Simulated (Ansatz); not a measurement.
Relaxed structures of CH₄BNa, singlet (PBE0-D4/def2-TZVP; forces vanish, vibrations not checked; lower isomers may exist, and structures with a doubtful reference or unclear bonds are left out; Å). Computed with Ansatz 0.2.0 (basis: def2-TZVPP); correlated methods freeze the cores. The outer core shell of Li, Na, Mg and K is correlated. The def2 sets are not built for correlating such inner shells, so the correlated values are less sure here.

Q: Rank them by CCSD(T) energy, lowest first, and give each one's height above the lowest. Links in brackets join atoms within 1.22 times the sum of their covalent radii (1.1 for two metals). (Judge from chemistry; the value comes from the calculation.)
A.
CH₄BNa ([CH3][B][NaH])
```
7
angstrom
C -0.9271 0.2105 -0.2734
B 0.5648 0.3555 -0.0771
Na 3.3055 0.6220 0.2758
H -1.4014 1.1998 -0.3166
H -1.1348 -0.3222 -1.2107
H -1.3647 -0.3555 0.5595
H 5.2102 0.8082 0.5148
```
B.
CH₄BNa ([CH3][BH][Na])
```
7
angstrom
C -0.7417 0.2256 -0.1960
B 0.6083 -0.3753 0.3171
Na 2.8599 0.7289 0.4529
H -0.8094 1.3100 -0.2934
H -0.8136 -0.1891 -1.2191
H -1.6311 -0.1504 0.3264
H 0.5277 -1.5498 0.6121
```
C.
CH₄BNa ([BH2]1[CH2][Na]1)
```
7
angstrom
C 0.2127 0.5350 -0.1386
B 1.0580 -0.2110 0.7959
Na 2.4044 0.5816 -1.1748
H -0.0074 1.5986 -0.0244
H -0.4185 0.0525 -0.8873
H 1.7075 0.3593 1.6503
H 1.2355 -1.4060 0.6726
```

A: The calculation gives: C (0.000 eV), B (1.495 eV), A (3.654 eV). Heights count from the lowest.

The T1 diagnostic stays at or below 0.012. The restricted Hartree–Fock reference is unstable towards an unrestricted one at one or more of these structures.

For scale, one of the runs: CCSD(T)/def2-TZVPP, 150 basis functions, launched by `ansatz run in.yaml --threads 2 --pin off --events-out ev --progress --plain --max-ram 4352MiB`. Time: 14 s of wall clock on 2 CPU threads of an Arm Neoverse V2; the host was shared. Peak host memory: 1.1 GiB.
